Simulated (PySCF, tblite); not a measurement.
# n-ethylmethylamine (C3H9N): a rotation path, then NMR shifts and spin-spin couplings on frames, part 2 of 3

tblite 0.8.0 and PySCF 2.14.0. Atoms count from 0. Earlier steps stand in the parts before.

**6. Indirect couplings: image 2, B3LYP/pcJ-1**

What the job is given:

```
{"job": {"kind": "j", "xc": "B3LYP", "basis": "pcJ-1"}, "charge": 0, "multiplicity": 1}
C     -1.847800     0.029200     0.141400
C     -0.437600    -0.534900     0.010000
N      0.535200     0.504500     0.305100
C      1.812600     0.319100    -0.346100
H     -1.953000     0.894500    -0.507600
H     -2.586400    -0.716700    -0.140500
H     -2.036500     0.340900     1.165600
H     -0.323700    -1.416800     0.662800
H     -0.271300    -0.863100    -1.019900
H      0.663200     0.583400     1.308600
H      2.485500     1.120100    -0.046500
H      1.660100     0.386000    -1.423600
H      2.295600    -0.645500    -0.127200
```

With the program's defaults for keys left out, this is: B3LYP/pcJ-1 indirect spin-spin coupling, non-relativistic, gas phase.

What it wrote:

```text
coarse grid: 9904 points
cycle   1  E = -174.4146476931  dE =  1.499e-01  |g| = 4.399e-01  |ddm| = 2.531e+00
cycle   2  E = -174.3896661980  dE =  2.498e-02  |g| = 5.523e-01  |ddm| = 9.249e-01
cycle   3  E = -174.4632039212  dE = -7.354e-02  |g| = 5.619e-02  |ddm| = 5.441e-01
cycle   4  E = -174.4635870384  dE = -3.831e-04  |g| = 3.340e-02  |ddm| = 5.632e-02
cycle   5  E = -174.4638099482  dE = -2.229e-04  |g| = 4.106e-03  |ddm| = 2.378e-02
cycle   6  E = -174.4638130684  dE = -3.120e-06  |g| = 9.168e-04  |ddm| = 3.194e-03
final grid: 92968 points
cycle   7  E = -174.4946605031  dE = -7.612e-05  |g| = 6.271e-03  |ddm| = 1.783e-02
cycle   8  E = -174.4946557596  dE =  4.743e-06  |g| = 7.604e-03  |ddm| = 1.075e-02
cycle   9  E = -174.4946702052  dE = -1.445e-05  |g| = 4.679e-04  |ddm| = 6.250e-03
cycle  10  E = -174.4946702162  dE = -1.100e-08  |g| = 4.007e-04  |ddm| = 5.878e-04
cycle  11  E = -174.4946702476  dE = -3.140e-08  |g| = 3.552e-05  |ddm| = 2.756e-04
cycle  12  E = -174.4946702478  dE = -2.298e-10  |g| = 1.183e-05  |ddm| = 3.451e-05
converged SCF energy = -174.4946702478

Indirect spin-spin couplings (Hz)
  i      j    bonds     total        FC       PSO       DSO        SD
  0 C    1 C    1     38.045    38.222    -0.354     0.178         -
  0 C    2 N    2     -6.668    -6.823     0.131    -0.003     0.028
  0 C    3 C    3      5.701     5.725     0.057    -0.081         -
  0 C    4 H    1    136.810   135.124     1.070     0.616         -
  0 C    5 H    1    126.953   125.055     1.314     0.583         -
  0 C    6 H    1    132.576   130.722     1.239     0.615         -
  0 C    7 H    2      0.343     0.407     0.160    -0.225         -
  0 C    8 H    2     -3.899    -3.836     0.146    -0.208         -
  0 C    9 H    3     -0.666    -0.678     0.192    -0.180         -
  1 C    2 N    1     -5.023    -4.381     0.159    -0.087    -0.715
  1 C    3 C    2     -0.753    -0.451    -0.274    -0.028         -
  1 C    4 H    2     -5.376    -5.381     0.169    -0.164         -
  1 C    5 H    2     -1.169    -1.175     0.191    -0.184         -
  1 C    6 H    2     -5.174    -5.164     0.168    -0.178         -
  1 C    7 H    1    134.673   133.220     0.562     0.891         -
  1 C    8 H    1    138.323   136.924     0.482     0.917         -
  1 C    9 H    2     -1.426    -1.399     0.320    -0.348         -
  1 C   10 H    3     13.561    13.623     0.476    -0.538         -
  1 C   11 H    3      1.906     1.960    -0.017    -0.038         -
  1 C   12 H    3      3.735     3.767    -0.000    -0.031         -
  2 N    3 C    1     -4.762    -4.094     0.082    -0.073    -0.677
  2 N    4 H    3     -1.701    -1.764     0.101    -0.034    -0.004
  2 N    5 H    3     -9.732    -9.806    -0.104     0.184    -0.006
  2 N    6 H    3     -1.701    -1.675    -0.041    -0.007     0.022
  2 N    7 H    2      0.532     0.570    -0.156     0.106     0.013
  2 N    8 H    2     -0.654    -0.456    -0.236     0.058    -0.020
  2 N    9 H    1    -69.159   -65.643    -2.929    -0.361    -0.225
  2 N   10 H    2     -2.192    -2.079    -0.211     0.088     0.010
  2 N   11 H    2     -2.364    -2.231    -0.206     0.072     0.001
  2 N   12 H    2     -0.163    -0.043    -0.270     0.134     0.016
  3 C    4 H    4     -0.289    -0.262     0.174    -0.201         -
  3 C    5 H    4      0.984     0.994     0.329    -0.338         -
  3 C    6 H    4     -0.394    -0.378     0.315    -0.331         -
  3 C    7 H    3     -0.166    -0.107     0.159    -0.218         -
  3 C    8 H    3      6.442     6.441    -0.109     0.110         -
  3 C    9 H    2     -1.292    -1.279     0.433    -0.446         -
  3 C   10 H    1    137.594   136.180     0.768     0.646         -
  3 C   11 H    1    141.071   139.690     0.698     0.684         -
  3 C   12 H    1    132.140   130.681     0.778     0.681         -
  4 H    5 H    2    -12.992   -13.064     2.910    -2.838         -
  4 H    6 H    2    -12.977   -13.079     2.802    -2.701         -
  4 H    7 H    3     13.662    13.784     2.808    -2.930         -
  4 H    8 H    3      4.537     4.633     0.407    -0.502         -
  4 H    9 H    4     -0.329    -0.194     1.177    -1.312         -
  5 H    6 H    2    -13.064   -13.173     2.939    -2.830         -
  5 H    7 H    3      1.675     1.778     0.468    -0.570         -
  5 H    8 H    3      3.555     3.665     0.366    -0.476         -
  5 H    9 H    4     -0.584    -0.470     1.718    -1.831         -
  5 H   11 H    5     -0.154    -0.079     0.803    -0.879         -
  6 H    7 H    3      5.203     5.315     0.459    -0.572         -
  6 H    8 H    3     15.601    15.731     2.792    -2.923         -
  6 H    9 H    4     -0.215    -0.190    -0.771     0.746         -
  7 H    8 H    2    -11.850   -11.944     2.182    -2.088         -
  7 H    9 H    3      6.916     7.008     0.042    -0.134         -
  7 H   10 H    4     -0.537    -0.402     1.617    -1.752         -
  7 H   12 H    4      0.582     0.647    -0.494     0.429         -
  8 H    9 H    3     12.709    12.828     3.500    -3.619         -
  8 H   10 H    4      0.338     0.452     1.721    -1.835         -
  8 H   11 H    4     -0.309    -0.373    -1.631     1.695         -
  9 H   10 H    3      3.439     3.557     0.438    -0.556         -
  9 H   11 H    3     15.004    15.116     3.667    -3.778         -
  9 H   12 H    3      1.401     1.590     1.021    -1.211         -
 10 H   11 H    2    -14.595   -14.593     2.678    -2.679         -
 10 H   12 H    2    -10.681   -10.695     2.703    -2.689         -
 11 H   12 H    2     -9.982   -10.011     2.582    -2.553         -
```

It took 40 s on 1 thread of Intel Xeon at 2.50GHz, shared host; peak memory 0.81 GiB.

This run: J(C3,H10) 136.9 Hz, J(C1,H7) 136.5 Hz, J(C0,H4) 132.1 Hz (means over like pairs).

**7. Shielding tensors: image 4, PBE0/pcSseg-1**

What the job is given:

```
{"job": {"kind": "nmr", "xc": "PBE0", "basis": "pcSseg-1", "pop": false}, "charge": 0, "multiplicity": 1}
C     -1.793100     0.063700     0.032200
C     -0.429300    -0.609800     0.169700
N      0.585600     0.385200     0.501500
C      1.717700     0.402500    -0.397800
H     -1.738100     0.853600    -0.711900
H     -2.547400    -0.657900    -0.271800
H     -2.088700     0.503900     0.980600
H     -0.485700    -1.395600     0.933500
H     -0.166400    -1.090400    -0.778700
H      0.902900     0.272500     1.456700
H      2.425700     1.160100    -0.067300
H      1.366300     0.674200    -1.393200
H      2.246100    -0.561400    -0.471300
```

Method: GIAO PBE0/pcSseg-1 NMR shielding, non-relativistic, gas phase.

What it wrote:

```text
coarse grid: 9904 points
cycle   1  E = -174.1773070242  dE =  1.931e-01  |g| = 3.724e-01  |ddm| = 2.878e+00
cycle   2  E = -174.1692244246  dE =  8.083e-03  |g| = 4.276e-01  |ddm| = 7.518e-01
cycle   3  E = -174.2135160810  dE = -4.429e-02  |g| = 4.136e-02  |ddm| = 4.134e-01
cycle   4  E = -174.2137643117  dE = -2.482e-04  |g| = 2.071e-02  |ddm| = 3.898e-02
cycle   5  E = -174.2138525088  dE = -8.820e-05  |g| = 3.067e-03  |ddm| = 1.665e-02
cycle   6  E = -174.2138544337  dE = -1.925e-06  |g| = 5.770e-04  |ddm| = 2.559e-03
final grid: 92968 points
cycle   7  E = -174.2358441134  dE = -2.345e-05  |g| = 7.762e-03  |ddm| = 1.966e-02
cycle   8  E = -174.2358397839  dE =  4.330e-06  |g| = 8.865e-03  |ddm| = 1.387e-02
cycle   9  E = -174.2358595377  dE = -1.975e-05  |g| = 5.084e-04  |ddm| = 7.445e-03
cycle  10  E = -174.2358595850  dE = -4.736e-08  |g| = 1.804e-04  |ddm| = 4.934e-04
cycle  11  E = -174.2358595914  dE = -6.324e-09  |g| = 2.818e-05  |ddm| = 1.303e-04
cycle  12  E = -174.2358595915  dE = -1.552e-10  |g| = 1.044e-05  |ddm| = 3.497e-05
converged SCF energy = -174.2358595915

GIAO shielding tensors (ppm)
atom      isotropic    diamagn.    paramagn.     s11        s22        s33       span
  0 C      165.519     246.347     -80.829    145.802    165.407    185.347     39.545
  1 C      137.328     245.532    -108.203    107.209    132.178    172.598     65.389
  2 N      228.450     318.799     -90.349    192.665    215.535    277.151     84.486
  3 C      146.089     244.587     -98.498    120.730    134.286    183.250     62.520
  4 H       30.482      30.008       0.473     26.842     29.193     35.410      8.569
  5 H       30.974      29.115       1.859     26.697     28.086     38.141     11.444
  6 H       30.584      29.685       0.899     27.034     28.724     35.994      8.960
  7 H       28.630      30.825      -2.195     23.654     28.518     33.717     10.063
  8 H       29.651      31.652      -2.001     25.054     30.590     33.310      8.255
  9 H       31.553      33.645      -2.092     22.306     31.403     40.950     18.644
 10 H       29.060      28.680       0.380     24.775     26.646     35.760     10.984
 11 H       29.265      30.013      -0.748     24.918     27.841     35.037     10.118
 12 H       29.095      29.203      -0.108     24.551     27.092     35.642     11.092
```

Run time: 14 s. Hardware: 1 thread of Intel Xeon at 2.50GHz, shared host; peak memory 0.56 GiB.

In short: δ C1 49.6, C3 40.8, C0 21.4, N2 39.3, H7 3.09, H10 2.66 ppm.

**8. Indirect couplings: image 4, B3LYP/pcJ-1**

The job, as its differences from that of step 7:

```diff
@@ -1,2 +1,2 @@
-{"job": {"kind": "nmr", "xc": "PBE0", "basis": "pcSseg-1", "pop": false}, "charge": 0, "multiplicity": 1}
+{"job": {"kind": "j", "xc": "B3LYP", "basis": "pcJ-1"}, "charge": 0, "multiplicity": 1}
 C     -1.793100     0.063700     0.032200
```

Method: B3LYP/pcJ-1 indirect spin-spin coupling, non-relativistic, gas phase.

What it wrote:

```text
coarse grid: 9904 points
cycle   1  E = -174.4109627626  dE =  1.450e-01  |g| = 4.435e-01  |ddm| = 2.529e+00
cycle   2  E = -174.3844788978  dE =  2.648e-02  |g| = 5.607e-01  |ddm| = 9.350e-01
cycle   3  E = -174.4603392442  dE = -7.586e-02  |g| = 5.496e-02  |ddm| = 5.512e-01
cycle   4  E = -174.4606937686  dE = -3.545e-04  |g| = 3.334e-02  |ddm| = 5.522e-02
cycle   5  E = -174.4609159231  dE = -2.222e-04  |g| = 4.318e-03  |ddm| = 2.437e-02
cycle   6  E = -174.4609194089  dE = -3.486e-06  |g| = 8.563e-04  |ddm| = 3.360e-03
final grid: 92968 points
cycle   7  E = -174.4922544549  dE = -7.271e-05  |g| = 6.422e-03  |ddm| = 1.605e-02
cycle   8  E = -174.4922494825  dE =  4.972e-06  |g| = 7.809e-03  |ddm| = 1.109e-02
cycle   9  E = -174.4922647807  dE = -1.530e-05  |g| = 3.519e-04  |ddm| = 6.170e-03
cycle  10  E = -174.4922647837  dE = -2.986e-09  |g| = 3.234e-04  |ddm| = 4.751e-04
cycle  11  E = -174.4922648044  dE = -2.071e-08  |g| = 3.436e-05  |ddm| = 2.326e-04
cycle  12  E = -174.4922648046  dE = -2.006e-10  |g| = 1.198e-05  |ddm| = 3.501e-05
converged SCF energy = -174.4922648046

Indirect spin-spin couplings (Hz)
  i      j    bonds     total        FC       PSO       DSO        SD
  0 C    1 C    1     38.678    38.847    -0.347     0.177         -
  0 C    2 N    2     -8.241    -8.322     0.089    -0.004    -0.005
  0 C    3 C    3      2.314     2.289     0.089    -0.064         -
  0 C    4 H    1    136.295   134.570     1.103     0.622         -
  0 C    5 H    1    124.879   122.967     1.328     0.584         -
  0 C    6 H    1    135.301   133.531     1.158     0.612         -
  0 C    7 H    2     -0.843    -0.771     0.151    -0.223         -
  0 C    8 H    2     -2.226    -2.155     0.130    -0.202         -
  0 C    9 H    3      0.811     0.815     0.366    -0.370         -
  0 C   10 H    4     -0.160    -0.159     0.315    -0.315         -
  0 C   11 H    4      0.194     0.206     0.045    -0.056         -
  0 C   12 H    4      0.418     0.422     0.299    -0.303         -
  1 C    2 N    1     -5.474    -4.525    -0.077    -0.087    -0.785
  1 C    3 C    2     -0.738    -0.461    -0.248    -0.028         -
  1 C    4 H    2     -5.404    -5.407     0.166    -0.163         -
  1 C    5 H    2     -0.886    -0.899     0.197    -0.184         -
  1 C    6 H    2     -5.405    -5.397     0.166    -0.174         -
  1 C    7 H    1    135.383   133.921     0.588     0.874         -
  1 C    8 H    1    136.817   135.415     0.487     0.915         -
  1 C    9 H    2     -0.888    -0.829     0.315    -0.373         -
  1 C   10 H    3     14.052    14.107     0.479    -0.535         -
  1 C   11 H    3      1.836     1.905    -0.040    -0.029         -
  1 C   12 H    3      4.089     4.119     0.012    -0.042         -
  2 N    3 C    1     -5.063    -4.357     0.046    -0.073    -0.679
  2 N    4 H    3     -1.802    -1.862     0.092    -0.032    -0.001
  2 N    5 H    3    -10.206   -10.295    -0.090     0.182    -0.004
  2 N    6 H    3     -1.506    -1.522     0.020    -0.014     0.010
  2 N    7 H    2      0.472     0.550    -0.179     0.096     0.006
  2 N    8 H    2      0.562     0.818    -0.307     0.075    -0.024
  2 N    9 H    1    -70.669   -67.152    -2.924    -0.355    -0.239
  2 N   10 H    2     -2.004    -1.870    -0.231     0.089     0.010
  2 N   11 H    2     -2.541    -2.407    -0.209     0.073     0.001
  2 N   12 H    2     -0.053     0.066    -0.269     0.132     0.018
  3 C    4 H    4     -0.266    -0.235     0.043    -0.073         -
  3 C    5 H    4      0.240     0.247     0.319    -0.326         -
  3 C    6 H    4     -0.286    -0.273     0.309    -0.322         -
  3 C    7 H    3      1.412     1.480     0.308    -0.377         -
  3 C    8 H    3     10.243    10.204    -0.129     0.169         -
  3 C    9 H    2     -1.425    -1.404     0.429    -0.450         -
  3 C   10 H    1    137.024   135.620     0.756     0.647         -
  3 C   11 H    1    141.602   140.233     0.682     0.687         -
  3 C   12 H    1    132.839   131.404     0.752     0.684         -
  4 H    5 H    2    -12.749   -12.836     2.909    -2.822         -
  4 H    6 H    2    -13.151   -13.259     2.796    -2.688         -
  4 H    7 H    3     14.281    14.405     2.816    -2.941         -
  4 H    8 H    3      4.711     4.804     0.444    -0.536         -
  4 H    9 H    4     -0.320    -0.189     1.789    -1.919         -
  5 H    6 H    2    -12.699   -12.802     2.941    -2.837         -
  5 H    7 H    3      1.766     1.867     0.492    -0.594         -
  5 H    8 H    3      2.907     3.007     0.321    -0.422         -
  6 H    7 H    3      5.723     5.825     0.429    -0.531         -
  6 H    8 H    3     15.140    15.264     2.782    -2.906         -
  6 H    9 H    4     -0.315    -0.223     0.140    -0.232         -
  6 H   12 H    5      0.198     0.286     1.258    -1.346         -
  7 H    8 H    2    -13.527   -13.613     2.201    -2.115         -
  7 H    9 H    3     10.552    10.600    -0.404     0.357         -
  7 H   10 H    4      0.499     0.613     1.702    -1.817         -
  7 H   11 H    4     -0.418    -0.283     1.686    -1.821         -
  7 H   12 H    4      0.436     0.550     0.285    -0.400         -
  8 H    9 H    3      6.103     6.257     2.956    -3.110         -
  8 H   11 H    4     -0.264    -0.286    -1.261     1.283         -
  8 H   12 H    4     -0.261    -0.260    -1.032     1.031         -
  9 H   10 H    3      3.440     3.555     0.444    -0.560         -
  9 H   11 H    3     15.865    15.972     3.680    -3.786         -
  9 H   12 H    3      1.770     1.956     1.035    -1.221         -
 10 H   11 H    2    -14.586   -14.582     2.665    -2.669         -
 10 H   12 H    2    -10.757   -10.768     2.681    -2.671         -
 11 H   12 H    2     -9.652    -9.678     2.564    -2.538         -
```

Wall time 35 s (1 thread of Intel Xeon at 2.50GHz, shared host); peak memory 0.81 GiB.

In short: J(C3,H10) 137.2 Hz, J(C1,H7) 136.1 Hz, J(C0,H4) 132.2 Hz (means over like pairs).

**9. Shielding tensors: image 6, PBE0/pcSseg-1**

What the job is given:

```
{"job": {"kind": "nmr", "xc": "PBE0", "basis": "pcSseg-1", "pop": false}, "charge": 0, "multiplicity": 1}
C     -1.685900     0.086700    -0.078400
C     -0.421600    -0.676600     0.309600
N      0.640400     0.258900     0.660300
C      1.580600     0.493000    -0.414700
H     -1.474400     0.769400    -0.896700
H     -2.470100    -0.600600    -0.386300
H     -2.039300     0.665800     0.770400
H     -0.640700    -1.320000     1.166200
H     -0.110200    -1.324800    -0.524500
H      1.140900    -0.056700     1.482600
H      2.343400     1.192300    -0.077800
H      1.054400     0.937600    -1.258600
H      2.078200    -0.424700    -0.769700
```

With the program's defaults for keys left out, this is: GIAO PBE0/pcSseg-1 NMR shielding, non-relativistic, gas phase.

What it wrote:

```text
coarse grid: 9904 points
cycle   1  E = -174.1792522294  dE =  1.933e-01  |g| = 3.708e-01  |ddm| = 2.881e+00
cycle   2  E = -174.1705001883  dE =  8.752e-03  |g| = 4.295e-01  |ddm| = 7.542e-01
cycle   3  E = -174.2151852019  dE = -4.469e-02  |g| = 4.131e-02  |ddm| = 4.142e-01
cycle   4  E = -174.2154321762  dE = -2.470e-04  |g| = 2.053e-02  |ddm| = 3.845e-02
cycle   5  E = -174.2155185136  dE = -8.634e-05  |g| = 3.330e-03  |ddm| = 1.669e-02
cycle   6  E = -174.2155207916  dE = -2.278e-06  |g| = 5.554e-04  |ddm| = 2.801e-03
final grid: 92968 points
cycle   7  E = -174.2375442741  dE = -2.269e-05  |g| = 7.749e-03  |ddm| = 1.829e-02
cycle   8  E = -174.2375394102  dE =  4.864e-06  |g| = 8.979e-03  |ddm| = 1.369e-02
cycle   9  E = -174.2375595209  dE = -2.011e-05  |g| = 5.195e-04  |ddm| = 7.536e-03
cycle  10  E = -174.2375595703  dE = -4.937e-08  |g| = 1.836e-04  |ddm| = 5.034e-04
cycle  11  E = -174.2375595768  dE = -6.543e-09  |g| = 2.787e-05  |ddm| = 1.340e-04
cycle  12  E = -174.2375595770  dE = -1.529e-10  |g| = 8.886e-06  |ddm| = 3.215e-05
converged SCF energy = -174.2375595770

GIAO shielding tensors (ppm)
atom      isotropic    diamagn.    paramagn.     s11        s22        s33       span
  0 C      168.358     246.547     -78.189    147.372    172.628    185.072     37.700
  1 C      136.730     245.715    -108.985    107.073    132.131    170.987     63.914
  2 N      227.516     318.268     -90.752    195.100    212.320    275.128     80.028
  3 C      147.496     245.100     -97.604    115.689    143.041    183.759     68.070
  4 H       30.425      30.385       0.040     26.275     29.805     35.195      8.921
  5 H       30.965      29.194       1.771     26.699     28.114     38.082     11.383
  6 H       30.556      29.571       0.986     26.892     28.400     36.377      9.485
  7 H       28.777      30.689      -1.911     23.835     28.538     33.959     10.124
  8 H       29.495      31.319      -1.823     25.076     29.566     33.844      8.767
  9 H       31.262      33.157      -1.895     21.776     30.689     41.322     19.546
 10 H       29.048      28.738       0.310     24.590     26.863     35.691     11.101
 11 H       29.214      30.272      -1.057     24.846     27.975     34.822      9.976
 12 H       29.305      29.452      -0.147     24.820     27.313     35.784     10.965
```

Run time: 15 s. Hardware: 1 thread of Intel Xeon at 2.50GHz, shared host; peak memory 0.57 GiB.

In short: δ C1 50.2, C3 39.4, C0 18.6, N2 40.2, H7 2.94, H10 2.67 ppm.

(Continued in part 3 of 3.)
